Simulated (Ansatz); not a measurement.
# C₃H₄O₃: geometry and frequencies

The task, for C₃H₄O₃: geometry and frequencies.

Program: Ansatz 0.2.0. Level of theory: the levels named in each step. These are calculated values, not measurements.

## 1. The starting structure

Bond lengths: O1–C2 1.184 Å, C2–O3 1.345 Å, O3–C4 1.414 Å, C4–C5 1.542 Å, C2–O6 1.345 Å, C5–O6 1.414 Å, C4–H7 1.092 Å, C4–H8 1.095 Å, C5–H9 1.092 Å, C5–H10 1.095 Å. Angles (14 of 17 angles, heavy atoms first): O1–C2–O3 124.5°, O1–C2–O6 124.5°, O3–C2–O6 111.0°, C2–O3–C4 110.7°, O3–C4–C5 103.8°, C4–C5–O6 103.8°, C2–O6–C5 110.7°, O3–C4–H7 108.9°, O3–C4–H8 108.7°, C5–C4–H7 113.0°, C5–C4–H8 112.7°, C4–C5–H9 113.0°, C4–C5–H10 112.6°, O6–C5–H9 108.9°.

Coordinates:

```xyz
10

O     1.9414    0.1352   -0.0692
C     0.7611    0.0530   -0.0260
O     0.0803   -1.1033    0.0618
C    -1.3127   -0.8634    0.0885
C    -1.4225    0.6728    0.0063
O    -0.0777    1.1035   -0.0619
H    -1.7755   -1.3698   -0.7605
H    -1.7208   -1.2663    1.0210
H    -1.8915    1.1144    0.8875
H    -1.9461    1.0104   -0.8939
```

## 2. A rough first relaxation, PBE-D4/def2-SVP

input.yaml reads:

```yaml
crystal:
  periodic: [false, false, false]
  atoms:
    - { symbol: O, position_ang: [1.94137, 0.13522, -0.06915] }
    - { symbol: C, position_ang: [0.76112, 0.05304, -0.02596] }
    - { symbol: O, position_ang: [0.08027, -1.10334, 0.06182] }
    - { symbol: C, position_ang: [-1.31268, -0.86336, 0.08849] }
    - { symbol: C, position_ang: [-1.42253, 0.67283, 0.00626] }
    - { symbol: O, position_ang: [-0.07773, 1.10351, -0.0619] }
    - { symbol: H, position_ang: [-1.7755, -1.36983, -0.76047] }
    - { symbol: H, position_ang: [-1.72084, -1.26629, 1.02097] }
    - { symbol: H, position_ang: [-1.89145, 1.11441, 0.88751] }
    - { symbol: H, position_ang: [-1.94608, 1.01039, -0.89391] }
basis:
  gaussian: { orbitals: def2-SVP }
hamiltonian:
  xc: pbe
  dispersion: d4
relax:
  f_tol: 0.03
  max_steps: 200
```

Command:

```sh
ansatz run input.yaml --threads 4 --pin off --max-ram 10240MiB --backend cpu --events-out ev --progress --plain --runs-dir out
```

Further steps of the session: Relaxation, PBE0-D4/def2-TZVPP; Frequencies, PBE0-D4/def2-TZVPP.

**Question.** What will these runs give? Wanted: O1–C2 at PBE0-D4/def2-TZVPP; C2–O3 at PBE0-D4/def2-TZVPP; C2–O6 at PBE0-D4/def2-TZVPP; frequencies at PBE0-D4/def2-TZVPP.

The runs gave:

| quantity | value |
| --- | --- |
| O1–C2 at PBE0-D4/def2-TZVPP | 1.184 Å |
| C2–O3 at PBE0-D4/def2-TZVPP | 1.350 Å |
| C2–O6 at PBE0-D4/def2-TZVPP | 1.350 Å |
| frequencies at PBE0-D4/def2-TZVPP | 156 to 3152 cm⁻¹ |

In words: No mode is imaginary, so the geometry is a minimum.
